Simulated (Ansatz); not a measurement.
Input file:

```yaml
crystal:
  periodic: [false, false, false]
  atoms:
    - {symbol: Si, position_ang: [0.000000, 0.000000, -2.314634]}
    - {symbol: C, position_ang: [0.000000, 0.000000, -0.632183]}
    - {symbol: H, position_ang: [0.000000, 0.000000, 2.946817]}
basis:
  gaussian: {orbitals: cc-pVDZ}
magnetization: {spin_polarized: false, initial_magnetization: 1}
hamiltonian: {xc: {name: PBE}}
correlation: {method: bccd_t, electrons: outside_noble_gas}
accuracy: high
```

```sh
$ ansatz run in.yaml --threads 1 --pin off --events-out ev --progress --plain --max-ram 2393MiB
```

Q: Roughly how long does this take on 1 thread of Arm Neoverse V1, shared host, and how much host memory?

A: 9 s wall and 0.17 GiB.

```
689 factors; integrals over basis functions are off by at most 3.8e-9 eV
mean field evaluation 1: about -8890.4959 eV, gradient 7.4e1 eV
mean field evaluation 2: about -8890.4937 eV, gradient 7.4e1 eV
mean field evaluation 4: about -8868.4031 eV, gradient 1.1e2 eV
mean field evaluation 8: about -8912.6178 eV, gradient 5.3e0 eV
mean field evaluation 16: about -8915.5740 eV, gradient 1.5e-4 eV
mean field evaluation 32: about -8914.5659 eV, gradient 1.6e-8 eV
mean field evaluation 64: about -8914.8492 eV, gradient 4.2e0 eV
mean field evaluation 96: about -8907.9454 eV, gradient 5.1e0 eV
mean field -8915.57401306 eV, -327.6413017869 hartree, gradient 4.6e-8 eV, S^2 0.750000; 5 other end points of the search recorded, 0 dependent functions left out
mean field evaluation 128: about -8898.4843 eV, gradient 4.5e-2 eV
unrestricted determinant -8900.27406982 eV, -327.0790392436 hartree, S^2 2.9226
6 core orbitals not correlated: weight in the atoms' cores, before any rotation towards them, 1.000 or more for the frozen orbitals, at most 0.000 for the correlated occupied ones
reference -8897.65215278 eV, -326.9826855695 hartree; 5, 4 occupied and 26, 27 virtual orbitals, 689 factors
second order -7.76488402 eV of doubles, -0.47118315 eV of singles
cycle   1  -6.37164924 eV  change     1.8e0 eV  update   2.3e-1
...
cycle  31  -7.45217852 eV  change   5.8e-10 eV  update   2.3e-8
cycle  32  -7.45217853 eV  change   -6.4e-9 eV  update   1.4e-8
cycle  33  -7.45217853 eV  change    3.5e-9 eV  update   1.0e-8
cycle  34  -7.45217852 eV  change    1.7e-9 eV  update   6.9e-9
cycle  35  -7.45217853 eV  change  -4.2e-10 eV  update   5.0e-9
cycle  36  -7.45217853 eV  change   -3.3e-9 eV  update   3.4e-9
cycle  37  -7.45217852 eV  change    5.6e-9 eV  update   2.2e-9
cycle  38  -7.45217853 eV  change   -2.3e-9 eV  update   1.4e-9
cycle  39  -7.45217852 eV  change    2.4e-9 eV  update  9.2e-10
cycle  40  -7.45217852 eV  change  -1.9e-10 eV  update  6.0e-10
perturbative correction -0.72519241 eV, -0.0266503297 hartree
WARN: the results are in doubt because among natural orbitals full CI differs from the method by -0.125 eV
Total energy: -8905.82952372 eV, -327.2831984086 hartree
In doubt: among natural orbitals full CI differs from the method by -0.125 eV
```
